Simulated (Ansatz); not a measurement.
in.yaml

```yaml
crystal:
  periodic: [false, false, false]
  atoms:
    - {symbol: Si, position_ang: [0.000000, 0.000000, 0.000000]}
    - {symbol: Si, position_ang: [0.000000, 0.000000, 4.167000]}
basis:
  gaussian: {orbitals: 6-31G}
magnetization: {spin_polarized: false}
correlation: {method: ccsdtq, electrons: outside_noble_gas}
```

```sh
$ ansatz run in.yaml --threads 1 --pin off --events-out ev --progress --plain --max-ram 2393MiB
```

(1) Roughly how long does this take on 1 thread of Arm Neoverse V1, shared host, and how much host memory?

```
485 factors; integrals over basis functions are off by at most 5.7e-8 eV
mean field evaluation 1: about -15714.0504 eV, gradient 2.9e0 eV
mean field evaluation 2: about -15714.0505 eV, gradient 2.9e0 eV
mean field evaluation 4: about -15714.1330 eV, gradient 2.0e-1 eV
mean field evaluation 8: about -15714.1335 eV, gradient 5.3e-3 eV
mean field evaluation 16: about -15714.1333 eV, gradient 1.3e-6 eV
mean field evaluation 32: about -15715.8521 eV, gradient 4.1e-2 eV
mean field evaluation 64: about -15714.1333 eV, gradient 2.0e-6 eV
mean field evaluation 96: about -15715.5025 eV, gradient 7.0e-2 eV
mean field evaluation 128: about -15715.6144 eV, gradient 1.4e-1 eV
mean field evaluation 160: about -15715.7496 eV, gradient 1.4e0 eV
...
mean field -15715.85161212 eV, -577.5468941587 hartree, gradient 1.5e-6 eV, S^2 0.000000; 26 other end points of the search recorded, 0 dependent functions left out; unrestricted orbitals would lower it
...
determinant -15715.85161212 eV, -577.5468941587 hartree, with singles and doubles -15717.95609603 eV, -577.6242325158 hartree
determinant -15715.61176586 eV, -577.5380799713 hartree, with singles and doubles -15717.84267921 eV, -577.6200645245 hartree
determinant -15715.50250837 eV, -577.5340648324 hartree, with singles and doubles -15717.83266296 eV, -577.6196964343 hartree
determinant -15715.17842357 eV, -577.5221549357 hartree, with singles and doubles -15717.51841515 eV, -577.6081480403 hartree
determinant -15714.13334773 eV, -577.4837491068 hartree, with singles and doubles -15718.82721450 eV, -577.6562455293 hartree
determinant -15713.34898870 eV, -577.4549244442 hartree, with singles and doubles -15718.33218696 eV, -577.6380536025 hartree
determinant -15712.86232669 eV, -577.4370399453 hartree, with singles and doubles -15718.10107815 eV, -577.6295605104 hartree
determinant -15714.13334773 eV, -577.4837491068 hartree, with singles and doubles -15720.22097480 eV, -577.7074652753 hartree
determinant -15713.34898870 eV, -577.4549244442 hartree, with singles and doubles -15720.34759935 eV, -577.7121186420 hartree
determinant -15714.13334773 eV, -577.4837491068 hartree, with singles and doubles -15718.82721413 eV, -577.6562455156 hartree
determinant -15714.13334773 eV, -577.4837491068 hartree, with singles and doubles -15720.22098158 eV, -577.7074655244 hartree
unrestricted determinant -15718.88245422 eV, -577.6582755513 hartree, S^2 1.9981
10 core orbitals not correlated: weight in the atoms' cores, before any rotation towards them, 1.000 or more for the frozen orbitals, at most 0.000 for the correlated occupied ones
reference -15713.34898870 eV, -577.4549244443 hartree; 4, 4 occupied and 12, 12 virtual orbitals, 485 factors
second order -6.24207835 eV of doubles, -0.00000000 eV of singles
...
cycle  85  -6.94550171 eV  change   -6.7e-7 eV  update   6.7e-7
cycle  86  -6.94550166 eV  change    5.0e-8 eV  update   5.7e-7
cycle  87  -6.94550167 eV  change   -1.2e-8 eV  update   5.3e-7
cycle  88  -6.94550172 eV  change   -5.3e-8 eV  update   5.2e-7
cycle  89  -6.94550180 eV  change   -7.6e-8 eV  update   4.9e-7
cycle  90  -6.94550213 eV  change   -3.4e-7 eV  update   4.2e-7
cycle  91  -6.94550210 eV  change    2.9e-8 eV  update   4.0e-7
cycle  92  -6.94550218 eV  change   -7.8e-8 eV  update   2.9e-7
cycle  93  -6.94550208 eV  change    9.8e-8 eV  update   2.1e-7
cycle  94  -6.94550213 eV  change   -4.4e-8 eV  update   1.6e-7
WARN: these amplitudes may be one of several solutions (largest doubles amplitude 1.18, level shift 5.96 eV)
Total energy: -15720.29449083 eV, -577.7101669396 hartree
```

The determinant lies 2.50 eV above the lowest one of its kind in the log. The T1 diagnostic is 0.036.

For the same geometry and basis full CI lies 29.0 meV higher. By full CI's occupations no single determinant describes the state well. The program flagged this run's energy as in doubt. The determinant fills πx and πy unequally, so it is a mixture of Σ and Δ. The determinant has the irrep Ag, whose lowest full-CI state lies within 3 meV of the Au state that serves as the reference. RHF is unstable: UHF (⟨S²⟩ = 2.00) lies 3.03 eV below the lowest RHF solution. Higher spins weren't run at this geometry and may lie near or lower.

Results:

(1) 21 s wall and 0.19 GiB.
